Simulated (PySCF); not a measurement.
Below is a simulated gas-phase C 1s photoelectron spectrum of `COCC=O` (methoxyacetaldehyde).

Every computed line was given a Gaussian of 0.8 eV full width at half maximum and an area set by the number of equivalent atoms; the highest printed point is 100. Computed, not measured: delta-SCF UKS SCAN, pcX-2 on the ionised atom, pcseg-1 elsewhere, spin-free X2C (PySCF 2.14.0).

```tsv
binding energy (eV)	intensity
291.5	0
291.6	1
291.7	1
291.8	3
291.9	6
292.0	12
292.1	21
292.2	34
292.3	50
292.4	68
292.5	84
292.6	96
292.7	100
292.8	96
292.9	85
293.0	69
293.1	54
293.2	41
293.3	34
293.4	32
293.5	35
293.6	41
293.7	46
293.8	50
293.9	50
294.0	46
294.1	39
294.2	30
294.3	21
294.4	14
294.5	8
294.6	5
294.7	2
294.8	1
294.9	0
295.0	0
```

Count the maxima, the lines and the sites behind this envelope.

The curve has 2 maxima (at 292.7 and 293.8 eV). Under it lie 3 lines from 3 inequivalent carbon sites. At this width some lines have no maximum of their own.

Decompose the envelope and assign each component. Numbering: `[CH3:1][O:2][CH2:3][CH:4]=[O:5]`.

```json
{"position (eV)": "292.68", "relative area": "1", "line": "C 1s", "atoms": "C1", "environment": "methoxy carbon"}
{"position (eV)": "292.71", "relative area": "1", "line": "C 1s", "atoms": "C3", "environment": "sp3 carbon bound to oxygen"}
{"position (eV)": "293.86", "relative area": "1", "line": "C 1s", "atoms": "C4", "environment": "aldehyde carbon"}
```

What are the centre and the root-mean-square width of the whole band?

The area-weighted mean of the lines is 293.08 eV. Their own spread about it is 0.55 eV (rms) and each Gaussian has σ = 0.8/2.355 = 0.34 eV; the variances add, which gives 0.64 eV.

Lowest listed C 1s: C1, bonded to O and 3 H. Highest, 1.18 eV above it: C4, bonded to O (double bond), C and H. The widest gap between neighbouring values is 1.15 eV, between 292.71 and 293.86 eV. The values 292.68 and 292.71 eV lie too close for their order to be trusted.

The curve has no shake-up lines and no vibrational structure. The unrestricted hole states depart most from a pure doublet (⟨S²⟩ = 0.75; over 0.85 named) for C 1s of C4 (0.87), which makes this value less certain. The structure is a single PBE0-D3(BJ)/def2-SVP conformer in the gas phase; no vibrational or solvent corrections.

Shape of the structure used: `[CH3:1][O:2][CH2:3][CH:4]=[O:5]`: C1–O2–C3–C4 -76°, O2–C3–C4–O5 162°.
